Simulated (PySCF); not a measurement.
This PySCF input (HF/def2-SVPD) gives -150.66307 Eh with 62 basis functions.

```python
import numpy as np, basis_set_exchange as bse
from pyscf import gto, scf, dft, df

basis = {'H': gto.basis.parse(bse.get_basis('def2-SVPD', elements=['H'], fmt='nwchem')), 'O': gto.basis.parse(bse.get_basis('def2-SVPD', elements=['O'], fmt='nwchem'))}
mol = gto.M(
    atom='''
    O     0.01545466    0.72381182   -0.07020381
    O    -0.01124373   -0.72607760   -0.04190313
    H     0.80569804    0.89668240    0.46138431
    H    -0.83938551   -0.87855617    0.43547118
    ''',
    basis=basis,
    charge=0,
    verbose=4,
    max_memory=1839,
)
mf = scf.RHF(mol)
mf = mf.density_fit(auxbasis=df.autoaux(mol))
mf.conv_tol = 1e-9
mf.max_cycle = 100
print('smallest overlap eigenvalue', np.linalg.eigvalsh(mol.intor('int1e_ovlp'))[0])
mf.kernel()
dip = mf.dip_moment()
```

Change:
```diff
- basis = {'H': gto.basis.parse(bse.get_basis('def2-SVPD', elements=['H'], fmt='nwchem')), 'O': gto.basis.parse(bse.get_basis('def2-SVPD', elements=['O'], fmt='nwchem'))}
+ basis = {'H': gto.basis.parse(bse.get_basis('def2-QZVPP', elements=['H'], fmt='nwchem')), 'O': gto.basis.parse(bse.get_basis('def2-QZVPP', elements=['O'], fmt='nwchem'))}
```

What does the run give now?

-150.85073 Eh (HF/def2-QZVPP, 174 functions), a change of -187.66 mEh.
